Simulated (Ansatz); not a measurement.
Candidates: 2H-SiC, wurtzite ZnO, zinc-blende GaAs, zinc-blende ZnSe, zinc-blende CdSe, zinc-blende CuI. Level: r²SCAN (PAW; Ansatz, a quantum-chemistry and plane-wave program).

Spin–orbit coupling is left out, also for the solids with elements from indium on (zinc-blende CuI); its size isn't shown.

The solid named is at each level's own relaxed cell; a reference phase can be a single point on another level's cell. Ansatz's density-functional and Hartree–Fock values are scalar-relativistic unless marked +SOC, with PAW data made under PBE.

Q: Which of them have a computed formation enthalpy between -1.2 and -0.61 eV/atom?

A: zinc-blende ZnSe, zinc-blende CdSe. The values: 2H-SiC -0.296 eV/atom; wurtzite ZnO -1.636 eV/atom; zinc-blende GaAs -0.453 eV/atom; zinc-blende ZnSe -0.851 eV/atom; zinc-blende CdSe -0.765 eV/atom; zinc-blende CuI -0.192 eV/atom.
